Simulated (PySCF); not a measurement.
BO (doublet state).
Z-matrix (Å and degrees, PBE0-D3(BJ)/def2-SVP geometry), rows numbered from 1:
```
B 
O   1  1.2018
```

The species is `O=[B]` [radical].

Computed, not measured: PySCF 2.14.0, UKS B3LYP, IGLO-III on B O, non-relativistic, mean-field spin-orbit, GIAO. Geometry: PBE0-D3(BJ)/def2-SVP; no solvent, vibrations or thermal averaging.

Principal values of hyperfine tensors in MHz (contact and dipolar terms together):

```tsv
atom	isotope	A1	A2	A3
B1	11B	1054.87	1054.87	1137.95
O2	17O	-53.91	9.12	9.12
```

(1) Split each tensor into its isotropic and traceless parts, and turn a_iso into mT with g = 2.0011.

(2) What spin density at the nucleus of O2 lies behind its contact coupling (g_N = -0.75752)?

(3) Name the largest traceless tensor T of the table and describe it.

(4) In a single crystal, with the field along each principal axis of the tensor of O2 in turn, what first-order splitting does this nucleus give (isotropic g, quadrupole terms neglected)?

Answers

(1) a_iso is a third of the trace, T = A − a_iso, and a(mT) = a(MHz)/(g × 13.996).

| atom | a_iso (MHz) | a_iso (mT) | T1 | T2 | T3 |
| --- | --- | --- | --- | --- | --- |
| B1 | 1082.56 | 38.651 | -27.69 | -27.69 | 55.39 |
| O2 | -11.89 | -0.425 | -42.02 | 21.01 | 21.01 |

(2) a_FC = 800.24 MHz bohr³ × g_N × ρ(0)/(2S). With a_FC = -11.89 MHz and 2S = 1, ρ(0) = 0.01962 bohr⁻³. The nuclear moment is negative, so coupling and spin density have opposite signs.

(3) B1: -27.7, -27.7, 55.4 MHz, axial, in the ratio −1:−1:+2, as the symmetry of a linear species with an axial spin density requires.

(4) 6 lines (I = 5/2), spaced by |A_i|/(g × 13.996): 1.92, 0.33, 0.33 mT along the axes of A1, A2 and A3.
